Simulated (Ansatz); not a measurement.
Cost and result for the atomization energy of `F/C=C/CF` (9 atoms, 8 bonds).

```xyz
9

F    -1.327    1.770   -1.271
C    -0.375    1.137   -0.577
C    -0.508   -0.123   -0.212
C     0.524   -0.863    0.558
F     1.616   -0.068    0.837
H     0.480    1.766   -0.364
H    -1.409   -0.666   -0.478
H     0.880   -1.734   -0.004
H     0.118   -1.219    1.512
```

The species carries charge 0 and has multiplicity 1. All single points use the PBE0-D4/def2-TZVP geometry. It is one conformer, not always the lowest. Program: Ansatz. Hardware: A = 2 threads of an AMD EPYC 7R13 on a shared host; B = 2 threads of an AMD EPYC 7R13 on a shared host and a share of an NVIDIA H100 80 GB. Times are those of one run each, without the atoms' runs, and a repeat can differ threefold. Electronic energies, without spin–orbit coupling; frozen cores. CCSD(T)/CBS extrapolates def2-TZVPP and def2-QZVPP, and its time is that of the two runs behind it. T1 = 0.012. B3LYP takes the VWN-RPA correlation (the form of Gaussian; ORCA's B3LYP/G).

CCSD(T)/CBS is a level of theory with its own doubt, some kJ/mol a heavy atom from the limit and from the frozen cores, so smaller differences don't rank the functionals.

```
                                 level  functions  wall time  atomization (kJ/mol)  difference from CCSD(T)/CBS  per bond
   PBE-D4/def2-TZVPP (with forces) [A]        211      2.3 s                3790.4                        138.2      17.3
                PBE0-D4/def2-TZVPP [A]        211      2.3 s                3690.3                         38.1       4.8
r2SCAN-D4/def2-TZVPP (with forces) [A]        211      3.6 s                3676.4                         24.2       3.0
 B3LYP-D4/def2-TZVPP (with forces) [A]        211      3.7 s                3659.9                          7.7       1.0
                 B2PLYP/def2-TZVPP [A]        211      4.6 s                3628.7                        -23.5      -2.9
                ωB97X-V/def2-TZVPP [A]        211      6.5 s                3663.5                         11.3       1.4
  ωB97M-V/def2-TZVPP (with forces) [A]        211        8 s                3670.9                         18.7       2.3
                CCSD(T)/def2-TZVPP [B]        211       16 s                3563.9                        -88.3     -11.0
                CCSD(T)/def2-QZVPP [B]        405       24 s                3616.0                        -36.2      -4.5
                     CCSD(T)/CBS(def2)          –       39 s                3652.2                          0.0       0.0
```

The D4 term adds +20.1 kJ/mol with B3LYP and +10.4 kJ/mol with PBE0; it sums over pairs of atoms, weighted by their polarisabilities, and B3LYP, whose exchange is more repulsive, gets the larger term. In def2-TZVPP, CCSD(T) changes the Hartree–Fock value by +922.6 kJ/mol (the triples alone add +62.1 kJ/mol) and MP2 by +1015.5 kJ/mol; breaking electron pairs costs correlation energy, which Hartree–Fock lacks. From PBE to PBE0 (25 % exact exchange), in def2-TZVPP and without D4, the atomization energy moves by −97.9 kJ/mol: exact exchange takes away binding that semilocal exchange gives to molecules.
